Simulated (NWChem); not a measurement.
Program: NWChem. System: AlF₃, charge 0, spin multiplicity 1, optimised in this run. The structure started from a generated list of species. Level: B3LYP/def2-SVP.

The NWChem input:

```
start mol
memory heap 200 mb stack 900 mb global 1100 mb
geometry units angstroms
  Al     0.000000     0.000000    -0.000002
  F      0.000000     0.000000     1.631422
  F      0.000000     1.412854    -0.815709
  F      0.000000    -1.412854    -0.815709
  symmetry group C2v
end
basis spherical
  * library def2-svp
end
dft
  xc b3lyp
  semidirect memsize 60000000 filesize 0
  iterations 100
end
driver
  maxiter 80
end
task dft optimize
task dft freq
```

NWChem printed:

```
             Northwest Computational Chemistry Package (NWChem) 7.3.0
             --------------------------------------------------------

                                NWChem Input Module
                                -------------------

 Scaling coordinates for geometry "geometry" by  1.889725989
 (inverse scale =  0.529177249)

 Turning off AUTOSYM since
 SYMMETRY directive was detected!

          ------
          auto-z
          ------
  Looking for out-of-plane bends

                             Geometry "geometry" -> ""
                             -------------------------

 Output coordinates in angstroms (scale by  1.889725989 to convert to a.u.)

  No.       Tag          Charge          X              Y              Z
 ---- ---------------- ---------- -------------- -------------- --------------
    1 Al                  13.0000     0.00000000     0.00000000    -0.00000225
    2 F                    9.0000     0.00000000     0.00000000     1.63142175
    3 F                    9.0000     0.00000000     1.41285400    -0.81570925
    4 F                    9.0000     0.00000000    -1.41285400    -0.81570925

 Effective nuclear repulsion energy (a.u.)     159.3595841481

            Nuclear Dipole moment (a.u.)
            ----------------------------
        X                 Y               Z
 ---------------- ---------------- ----------------
     0.0000000000     0.0000000000    -0.0000000000

      Symmetry information
      --------------------

 Group name             C2v
 Group number             16
 Group order               4
 No. of unique centers     3

      Symmetry unique atoms

     1    2    3


 Summary of "ao basis" -> "" (spherical)
 ------------------------------------------------------------------------------
       Tag                 Description            Shells   Functions and Types
 ---------------- ------------------------------  ------  ---------------------
 *                          def2-svp                  on all atoms

                           NWChem Geometry Optimization
                           ----------------------------

 maximum gradient threshold         (gmax) =   0.000450
 rms gradient threshold             (grms) =   0.000300
 maximum cartesian step threshold   (xmax) =   0.001800
 rms cartesian step threshold       (xrms) =   0.001200
 fixed trust radius                (trust) =   0.300000
 maximum step size to saddle      (sadstp) =   0.100000
 energy precision                  (eprec) =   5.0D-06
 maximum number of steps          (nptopt) =   80
 initial hessian option           (inhess) =    0
 line search option               (linopt) =    1
 hessian update option            (modupd) =    1
 saddle point option              (modsad) =    0
 initial eigen-mode to follow     (moddir) =    0
 initial variable to follow       (vardir) =    0
 follow first negative mode     (firstneg) =    T
 apply conjugacy                    (opcg) =    F
 source of zmatrix                         =   autoz

          -------------------
          Energy Minimization
          -------------------

 Names of Z-matrix variables
    1              2              3              4              5
    6              7              8              9             10
   11             12

 Variables with the same non-blank name are constrained to be equal

 Using diagonal initial Hessian
 Scaling for Hessian diagonals: bonds = 1.00  angles = 0.25  torsions = 0.10

          --------
          Step   0
          --------

                         Geometry "geometry" -> "geometry"
                         ---------------------------------

 Output coordinates in angstroms (scale by  1.889725989 to convert to a.u.)

  No.       Tag          Charge          X              Y              Z
 ---- ---------------- ---------- -------------- -------------- --------------
    1 Al                  13.0000     0.00000000     0.00000000    -0.00000225
    2 F                    9.0000     0.00000000     0.00000000     1.63142175
    3 F                    9.0000     0.00000000     1.41285400    -0.81570925
    4 F                    9.0000     0.00000000    -1.41285400    -0.81570925

 Effective nuclear repulsion energy (a.u.)     159.3595841481

            Nuclear Dipole moment (a.u.)
            ----------------------------
        X                 Y               Z
 ---------------- ---------------- ----------------
     0.0000000000     0.0000000000    -0.0000000000

      Symmetry information
      --------------------

 Group name             C2v
 Group number             16
 Group order               4
 No. of unique centers     3

      Symmetry unique atoms

     1    2    3

                                 NWChem DFT Module
                                 -----------------

 Summary of "ao basis" -> "ao basis" (spherical)
 ------------------------------------------------------------------------------
       Tag                 Description            Shells   Functions and Types
 ---------------- ------------------------------  ------  ---------------------
 Al                         def2-svp                 8       18   4s3p1d
 F                          def2-svp                 6       14   3s2p1d

 Summary of "ao basis" -> "ao basis" (spherical)
 ------------------------------------------------------------------------------
       Tag                 Description            Shells   Functions and Types
 ---------------- ------------------------------  ------  ---------------------
 Al                         def2-svp                 8       18   4s3p1d
[...]
 ---------------------------- Atom information ----------------------------
     atom    #        X              Y              Z            mass
 --------------------------------------------------------------------------
    Al       1  0.0000000D+00  0.0000000D+00  5.6113492D-06  2.6981540D+01
    F        2  0.0000000D+00  0.0000000D+00  3.1098880D+00  1.8998400D+01
    F        3  0.0000000D+00  2.6932214D+00 -1.5549458D+00  1.8998400D+01
    F        4  0.0000000D+00 -2.6932214D+00 -1.5549458D+00  1.8998400D+01
 --------------------------------------------------------------------------

          ----------------------------------------------------
          MASS-WEIGHTED NUCLEAR HESSIAN (Hartree/Bohr/Bohr/Kamu)
          ----------------------------------------------------

               1            2            3            4            5            6            7            8            9           10
   ----- ----- ----- ----- -----
    1    2.25606D+00
    2    7.83817D-08  1.97514D+01
    3    4.23444D-08 -1.06881D-07  1.97522D+01
    4   -8.96325D-01 -8.99111D-08  2.16878D-08  3.55839D-01
    5   -9.31470D-08 -9.69121D-01 -2.09435D-08 -1.59272D-06  1.02365D+00
    6   -1.15861D-07  1.04827D-07 -1.47190D+01 -7.70100D-07  3.48695D-07  1.81305D+01
    7   -8.96255D-01  2.38453D-10  7.32727D-09  3.56036D-01  7.52276D-09  5.24841D-09  3.55744D-01
    8   -4.92930D-08 -1.12823D+01  5.95433D+00  3.91494D-08  6.54883D-02  6.81854D-02  9.18500D-09  1.38537D+01
    9    2.94576D-08  5.95442D+00 -4.40689D+00 -4.73523D-09  5.53331D-01 -2.93323D-01 -1.46366D-08 -7.40754D+00  5.30041D+00
   10   -8.96255D-01  3.12518D-09  6.83893D-09  3.56036D-01  1.48019D-08  5.71142D-09  3.56045D-01  2.85319D-09 -1.84038D-09  3.55744D-01
   11   -5.71325D-08 -1.12823D+01 -5.95433D+00  1.52357D-08  6.54883D-02 -6.81854D-02  2.60206D-08 -4.72697D-01 -2.42617D-01  1.79266D-08
   12   -3.34946D-08 -5.95442D+00 -4.40689D+00 -6.45609D-09 -5.53331D-01 -2.93323D-01  1.53483D-08  2.42616D-01  2.44899D-01  8.43134D-09

              11           12
   ----- ----- ----- ----- -----
   11    1.38537D+01
   12    7.40754D+00  5.30041D+00


 ----------------------------------------------------------------------------
 Normal Eigenvalue ||         Derivative Dipole Moments (debye/angs)
  Mode   [cm**-1]  ||      [d/dqX]             [d/dqY]           [d/dqZ]
 ------ ---------- || ------------------ ------------------ -----------------
    1       -2.818 ||      -0.000               0.000             0.000
    2       -2.638 ||       0.000               0.000             0.000
    3       -2.528 ||      -0.000              -0.000            -0.000
    4       -2.438 ||       0.000              -0.000            -0.000
    5        6.700 ||       0.000               0.001             0.000
    6        8.096 ||      -0.000               0.000            -0.001
    7      247.091 ||       0.000               0.921            -0.000
    8      247.113 ||       0.000              -0.000            -0.921
    9      296.377 ||      -1.808               0.000            -0.000
   10      699.973 ||       0.000              -0.000            -0.000
   11      987.444 ||       0.000               0.001             1.884
   12      987.451 ||       0.000              -1.884             0.001
 ----------------------------------------------------------------------------

 ----------------------------------------------------------------------------
 Normal Eigenvalue ||                 Infra Red Intensities
  Mode   [cm**-1]  || [atomic units] [(debye/angs)**2] [(KM/mol)] [arbitrary]
 ------ ---------- || -------------- ----------------- ---------- -----------
    1       -2.818 ||    0.000000           0.000         0.000       0.000
    2       -2.638 ||    0.000000           0.000         0.000       0.000
    3       -2.528 ||    0.000000           0.000         0.000       0.000
    4       -2.438 ||    0.000000           0.000         0.000       0.000
    5        6.700 ||    0.000000           0.000         0.000       0.000
    6        8.096 ||    0.000000           0.000         0.000       0.000
    7      247.091 ||    0.036763           0.848        35.839       8.436
    8      247.113 ||    0.036762           0.848        35.837       8.435
    9      296.377 ||    0.141747           3.270       138.182      32.526
   10      699.973 ||    0.000000           0.000         0.000       0.000
   11      987.444 ||    0.153841           3.549       149.972      35.301
   12      987.451 ||    0.153850           3.549       149.981      35.303
 ----------------------------------------------------------------------------

        Vibrational analysis via the FX method
  --- with translations and rotations projected out ---
  --- via the Eckart algorithm                      ---
 Projected Nuclear Hessian trans-rot subspace norm:4.0256D-33
                         (should be close to zero!)

          --------------------------------------------------------
          MASS-WEIGHTED PROJECTED HESSIAN (Hartree/Bohr/Bohr/Kamu)
          --------------------------------------------------------

               1            2            3            4            5            6            7            8            9           10
   ----- ----- ----- ----- -----
    1    2.25611D+00
    2    2.48535D-08  1.97498D+01
    3    3.46242D-09 -1.16450D-07  1.97500D+01
    4   -8.96224D-01 -9.87287D-09 -1.37542D-09  3.56018D-01
    5    1.09778D-07 -9.69782D-01 -3.30854D-08 -4.36086D-08  1.02432D+00
    6    4.76004D-08 -3.70760D-08 -1.47206D+01 -1.89089D-08  5.01388D-08  1.81297D+01
    7   -8.96218D-01 -9.87281D-09 -1.37541D-09  3.56016D-01 -4.36083D-08 -1.89087D-08  3.56013D-01
    8   -6.59199D-08 -1.12833D+01  5.95450D+00  2.61862D-08  6.56960D-02  6.83932D-02  2.61860D-08  1.38536D+01
    9    7.77584D-08  5.95457D+00 -4.40796D+00 -3.08889D-08  5.53464D-01 -2.93416D-01 -3.08887D-08 -7.40708D+00  5.30108D+00
   10   -8.96218D-01 -9.87281D-09 -1.37541D-09  3.56016D-01 -4.36083D-08 -1.89087D-08  3.56013D-01  2.61860D-08 -3.08887D-08  3.56013D-01
   11   -7.34768D-08 -1.12833D+01 -5.95450D+00  2.91881D-08  6.56957D-02 -6.83932D-02  2.91879D-08 -4.72806D-01 -2.42577D-01  2.91879D-08
   12   -1.29485D-07 -5.95457D+00 -4.40796D+00  5.14369D-08 -5.53464D-01 -2.93416D-01  5.14366D-08  2.42577D-01  2.45401D-01  5.14366D-08

              11           12
   ----- ----- ----- ----- -----
   11    1.38536D+01
   12    7.40708D+00  5.30108D+00

 center of mass
 --------------
 x =   0.00000000 y =   0.00000000 z =   0.00000096

 moments of inertia (a.u.)
 ------------------
         551.219561673149           0.000000000000           0.000000000000
           0.000000000000         275.611996479838           0.000000000000
           0.000000000000           0.000000000000         275.607565193311

 Rotational Constants
 --------------------
 A=   0.218427 cm-1  (  0.314261 K)
 B=   0.218424 cm-1  (  0.314256 K)
 C=   0.109213 cm-1  (  0.157129 K)

 Temperature                      =   298.15K
 frequency scaling parameter      =   1.0000

 Zero-Point correction to Energy  =    4.952 kcal/mol  (  0.007891 au)
 Thermal correction to Energy     =    7.729 kcal/mol  (  0.012318 au)
 Thermal correction to Enthalpy   =    8.322 kcal/mol  (  0.013261 au)

 Total Entropy                    =   68.473 cal/mol-K
   - Translational                =   39.180 cal/mol-K (mol. weight =  83.9767)
   - Rotational                   =   23.853 cal/mol-K (symmetry #  =        2)
   - Vibrational                  =    5.440 cal/mol-K

 Cv (constant volume heat capacity) =   12.783 cal/mol-K
   - Translational                  =    2.979 cal/mol-K
   - Rotational                     =    2.979 cal/mol-K
   - Vibrational                    =    6.824 cal/mol-K


 ----------------------------------------------------------------------------
 Normal Eigenvalue ||    Projected Derivative Dipole Moments (debye/angs)
  Mode   [cm**-1]  ||      [d/dqX]             [d/dqY]           [d/dqZ]
 ------ ---------- || ------------------ ------------------ -----------------
    1       -0.000 ||      -0.000               0.000             0.000
    2        0.000 ||      -0.000               0.000             0.000
    3        0.000 ||       0.000              -0.000            -0.000
    4        0.000 ||      -0.000               0.000            -0.000
    5        0.000 ||       0.000              -0.000             0.000
    6        0.000 ||      -0.000               0.000             0.000
    7      247.102 ||       0.000               0.921            -0.000
    8      247.128 ||       0.000              -0.000            -0.921
    9      296.377 ||      -1.808               0.000            -0.000
   10      699.973 ||       0.000              -0.000            -0.000
   11      987.449 ||       0.000               0.001             1.884
   12      987.455 ||       0.000              -1.884             0.001
 ----------------------------------------------------------------------------

 ----------------------------------------------------------------------------
 Normal Eigenvalue ||           Projected Infra Red Intensities
  Mode   [cm**-1]  || [atomic units] [(debye/angs)**2] [(KM/mol)] [arbitrary]
 ------ ---------- || -------------- ----------------- ---------- -----------
    1       -0.000 ||    0.000000           0.000         0.000       0.000
    2        0.000 ||    0.000000           0.000         0.000       0.000
    3        0.000 ||    0.000000           0.000         0.000       0.000
    4        0.000 ||    0.000000           0.000         0.000       0.000
    5        0.000 ||    0.000000           0.000         0.000       0.000
    6        0.000 ||    0.000000           0.000         0.000       0.000
    7      247.102 ||    0.036762           0.848        35.838       8.435
    8      247.128 ||    0.036760           0.848        35.836       8.435
    9      296.377 ||    0.141747           3.270       138.182      32.526
   10      699.973 ||    0.000000           0.000         0.000       0.000
   11      987.449 ||    0.153843           3.549       149.974      35.301
   12      987.455 ||    0.153851           3.549       149.982      35.303
 ----------------------------------------------------------------------------

 Task  times  cpu:       20.0s     wall:       20.0s

 Total times  cpu:       23.4s     wall:       23.4s
```
